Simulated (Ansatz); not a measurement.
Input file:

```yaml
crystal:
  periodic: [false, false, false]
  atoms:
    - {symbol: P, position_ang: [0.000000, 0.022885, 0.476435]}
    - {symbol: Li, position_ang: [0.000000, -0.005544, -2.589969]}
    - {symbol: H, position_ang: [0.000000, 0.675393, 2.320390]}
    - {symbol: H, position_ang: [0.000000, -1.340481, 0.874230]}
basis:
  gaussian: {orbitals: 6-31G}
magnetization: {spin_polarized: false, initial_magnetization: 2}
correlation: {method: ccsdt, electrons: all}
output: {forces: true}
```

```sh
$ ansatz run in.yaml --threads 1 --pin off --events-out ev --progress --plain --max-ram 2393MiB
```

Q: Roughly how long does this take on 1 thread of Arm Neoverse V1, shared host, and how much host memory?

A: 83 s wall and 0.95 GiB.

```
536 factors; integrals over basis functions are off by at most 2.0e-7 eV
mean field evaluation 1: about -9501.5196 eV, gradient 5.5e0 eV
mean field evaluation 2: about -9501.5615 eV, gradient 5.5e0 eV
mean field evaluation 4: about -9501.9303 eV, gradient 7.6e-1 eV
mean field evaluation 8: about -9501.9560 eV, gradient 3.1e-1 eV
mean field evaluation 16: about -9501.9605 eV, gradient 2.6e-6 eV
mean field evaluation 32: about -9501.9579 eV, gradient 3.7e-1 eV
mean field evaluation 64: about -9500.4171 eV, gradient 3.2e0 eV
mean field evaluation 96: about -9499.7074 eV, gradient 4.5e-1 eV
mean field -9501.96051625 eV, -349.1906083120 hartree, gradient 2.6e-6 eV, S^2 2.000000; 4 other end points of the search recorded, 0 dependent functions left out
mean field evaluation 128: about -9502.0016 eV, gradient 1.2e-1 eV
determinant -9501.96051625 eV, -349.1906083120 hartree, with singles and doubles -9504.35639766 eV, -349.2786553300 hartree
determinant -9500.10566201 eV, -349.1224436761 hartree, with singles and doubles -9502.50080198 eV, -349.2104634463 hartree
determinant -9499.95445398 eV, -349.1168868833 hartree, with singles and doubles -9502.41816644 eV, -349.2074266464 hartree
reference -9501.96051625 eV, -349.1906083120 hartree; 11, 9 occupied and 15, 17 virtual orbitals, 536 factors
second order -1.68725943 eV of doubles, -0.02162671 eV of singles
cycle   1  -2.10811368 eV  change   -4.0e-1 eV  update   7.2e-2
cycle   2  -2.41814141 eV  change   -3.1e-1 eV  update   3.8e-2
cycle   3  -2.43131570 eV  change   -1.3e-2 eV  update   1.2e-2
cycle   4  -2.44140094 eV  change   -1.0e-2 eV  update   7.3e-3
cycle   5  -2.44589015 eV  change   -4.5e-3 eV  update   4.6e-3
cycle   6  -2.44585488 eV  change    3.5e-5 eV  update   2.5e-3
cycle   7  -2.44705134 eV  change   -1.2e-3 eV  update   1.4e-3
cycle   8  -2.44762722 eV  change   -5.8e-4 eV  update   6.8e-4
cycle   9  -2.44724575 eV  change    3.8e-4 eV  update   2.6e-4
cycle  10  -2.44730190 eV  change   -5.6e-5 eV  update   1.2e-4
cycle  11  -2.44728687 eV  change    1.5e-5 eV  update   5.7e-5
cycle  12  -2.44731834 eV  change   -3.1e-5 eV  update   2.4e-5
cycle  13  -2.44731504 eV  change    3.3e-6 eV  update   1.5e-5
cycle  14  -2.44730141 eV  change    1.4e-5 eV  update   9.2e-6
cycle  15  -2.44729762 eV  change    3.8e-6 eV  update   4.7e-6
cycle  16  -2.44729858 eV  change   -9.5e-7 eV  update   2.7e-6
cycle  17  -2.44730084 eV  change   -2.3e-6 eV  update   1.7e-6
cycle  18  -2.44730070 eV  change    1.4e-7 eV  update   9.8e-7
cycle  19  -2.44729955 eV  change    1.2e-6 eV  update   6.3e-7
the calculation of the forces begins
mean field evaluation 160: about -9501.9605 eV, gradient 2.6e-6 eV
Total energy: -9504.40781580 eV, -349.2805449115 hartree
Atom 0 at     0.000000     0.022885     0.476435 Å, force     0.000000     1.680228     1.699696 eV/Å
Atom 1 at     0.000000    -0.005544    -2.589969 Å, force    -0.000000     0.003259     0.071695 eV/Å
Atom 2 at     0.000000     0.675393     2.320390 Å, force     0.000000    -0.787077    -2.098807 eV/Å
Atom 3 at     0.000000    -1.340481     0.874230 Å, force    -0.000000    -0.896410     0.327417 eV/Å
Dipole moment:     0.000000     0.028591     0.173993 e Å
```

Forces (eV/Å):
```
P    0.000  1.680  1.700
Li   0.000  0.003  0.072
H    0.000 -0.787 -2.099
H    0.000 -0.896  0.327
```
